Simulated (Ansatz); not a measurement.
## Ansatz (development build ahead of 0.2.0) run

```yaml
crystal:
  periodic: [false, false, false]
  atoms:
    - { symbol: O, position_ang: [-1.49728, -0.13189, 0.01309] }
    - { symbol: H, position_ang: [-1.87916, 0.65553, -0.01945] }
    - { symbol: H, position_ang: [-0.53145, 0.04181, 0.01202] }
    - { symbol: O, position_ang: [1.39508, 0.20526, -0.01223] }
    - { symbol: H, position_ang: [1.56833, -0.36976, -0.74699] }
    - { symbol: H, position_ang: [1.51853, -0.36597, 0.75014] }
basis:
  gaussian: { orbitals: "6-31G" }
hamiltonian:
  xc: hf
```

The input is written out in the form of the current development build from the run's settings.

The run gave:

| Item | Value |
| --- | --- |
| Converged | yes |
| Total energy | -151.97012 hartree |
| Spin squared of the determinant | 0.000 |
